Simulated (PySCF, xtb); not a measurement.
ethane (C₂H₆), SMILES CC.

Harmonic wavenumbers (cm⁻¹) from GFN2-xTB in xtb at its own minimum, in rising order: 301, 861, 861, 1069, 1209, 1209, 1400, 1434, 1508, 1508, 1509, 1509, 3024, 3024, 3035, 3041, 3041, 3042.

### Question
What does PySCF 2.14.0 with PBE-D3(BJ)/def2-TZVP give at its own minimum? (Estimate from the structure and the level; the computed values follow.)

### Answer
302, 800, 800, 992, 1178, 1178, 1357, 1369, 1452, 1452, 1454, 1454, 2969, 2972, 3022, 3022, 3048, 3048. Paired by order, the mean absolute difference is 41 cm⁻¹ and the zero-point energies are 46.6 and 45.6 kcal/mol.
